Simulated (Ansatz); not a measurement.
What each rung costs, and what it gives

Saddle point of Si2H8, closed shell (Si₂H₆ ([SiH3][SiH3]) + H₂ → SiH₄ ([H][H][SiH2]) + SiH₄; bonds formed: Si1–H7, Si2–H6, H6–H8; bonds broken: Si1–Si2, H6–H7; bonds weakened to dative contacts: Si2–H8), PBE0-D4/def2-TZVP structure:

```csv
atom,x (Å),y (Å),z (Å)
Si1,-0.6324,-1.2260,-0.0838
Si2,-0.1517,1.4247,-0.0915
H3,-0.1523,-2.6090,-0.4206
H4,-1.1538,-1.2781,1.3037
H5,-1.7031,-1.0197,-1.0966
H6,1.2710,0.1636,0.5644
H7,0.9376,-0.7680,-0.0085
H8,1.0944,0.9689,0.9825
H9,0.7737,1.4207,-1.2803
H10,-0.2835,2.9230,0.1306
```

Barriers are electronic and count from the start structure reached by relaxing down the imaginary mode.

Ansatz 0.2.0; basis: as named in each row; cores frozen in the correlated methods. B3LYP uses VWN-RPA correlation. Extrapolation: Hartree–Fock as exp(−7.88 √X), correlation as X^−2.97.

Times are rough, for one single point on 2 threads of a shared host (Arm Neoverse V2).

The estimate by CCSD(T) at an estimated basis limit (MP2 extrapolated from triple and quadruple zeta, plus CCSD(T) − MP2 in triple zeta) is 337.1 kJ/mol.

```csv
method,basis,time (s),barrier (kJ/mol),method less estimate
HF,STO-3G,under 1,623.3,286.2
PBE-D4,STO-3G,under 1,474.1,137.0
SPW92,def2-SVP,under 1,253.9,-83.2
B3LYP-D4,6-31G,under 1,361.9,24.8
PBE-D4,def2-SVP,under 1,283.3,-53.9
PBE0-D4,def2-SVP,under 1,308.2,-28.9
CCSD(T),def2-SVP,1,349.8,12.7
SPW92,def2-TZVPP,1,251.5,-85.7
PBE-D4,def2-TZVPP,2,282.9,-54.2
BLYP-D4,def2-TZVPP,2,297.8,-39.4
BHLYP-D4,def2-TZVPP,2,346.0,8.9
B3LYP-D4,def2-TZVPP,2,317.0,-20.2
PBE0-D4,def2-TZVPP,2,307.1,-30.1
CAM-B3LYP-D4,def2-TZVPP,2,331.7,-5.5
RPA on PBE,def2-TZVPP,3,334.8,-2.3
r2SCAN-D4,def2-TZVPP,4,308.3,-28.8
r2SCAN0-D4,def2-TZVPP,4,322.5,-14.7
B2PLYP,def2-TZVPP,4,333.9,-3.2
wB97M-V,def2-SVP,4,318.5,-18.6
PBE-QIDH,def2-TZVPP,4,333.1,-4.0
wB97X-V,def2-TZVPP,6,340.7,3.5
B97M-V,def2-TZVPP,8,304.5,-32.7
wB97M-V,def2-TZVPP,8,322.0,-15.2
MP2,def2-QZVPP,15,341.8,4.7
CCSD(T),def2-TZVPP,27,337.9,0.7
```

All methods are single points on the PBE0-D4 structures.

T1 diagnostic: at most 0.015.

Labels in which every atom is bracketed show which atoms are joined, not bond orders.
